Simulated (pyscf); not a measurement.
Single points on ωB97X-D3(BJ)/def2-SVP structures (PySCF, gas phase).

For HS–Hf(Cl)(Cl)–Cl + HCl → H₂S + Cl–Hf(Cl)(Cl)–Cl, a four-centre exchange (singlet surface; Hf–S, Cl–H broken, H–S, Cl–Hf formed), PBE/def2-TZVP gives ΔE‡ = -0.07 eV and ΔE = -0.68 eV (zero: the separated reactants). In which direction and how far do B3LYP-D3(BJ)/def2-TZVP, M06-2X/def2-TZVP, ωB97M-D3(BJ)/def2-TZVP move these?

B3LYP-D3(BJ): ΔE‡ = -0.02 eV, ΔE = -0.72 eV; M06-2X: ΔE‡ = 0.02 eV, ΔE = -0.70 eV; ωB97M-D3(BJ): ΔE‡ = 0.07 eV, ΔE = -0.73 eV. PBE's barrier lies under all of them, by 0.05 to 0.15 eV. Its reaction energy lies over all of them, by 0.02 to 0.05 eV. On the reactant side the descent ends in an adduct with a Cl–Hf contact, 0.37 eV under the separated species and 0.22 eV under the saddle at ωB97X-D3(BJ)/def2-TZVP. On the product side the descent ends in an adduct with a Hf–S contact (not fully relaxed), 0.66 eV under the separated species and 1.18 eV under the saddle at ωB97X-D3(BJ)/def2-TZVP. At PBE, B3LYP-D3(BJ) the saddle lies under the separated reactants, which points to a path from their complex (located at ωB97X-D3(BJ) alone). What is counted as formed (Cl–Hf) is already present as a longer contact in the reactant adduct; forming that adduct is a step of its own. What is counted as broken (Hf–S) persists as a longer contact in the product adduct; parting that adduct is a step of its own. At ωB97X-D3(BJ)/def2-TZVP the barrier from the zero used here is -0.14 eV. One saddle was located; it need not be the lowest between these sides. Elements past Kr carry the def2 core potentials, without spin-orbit coupling.
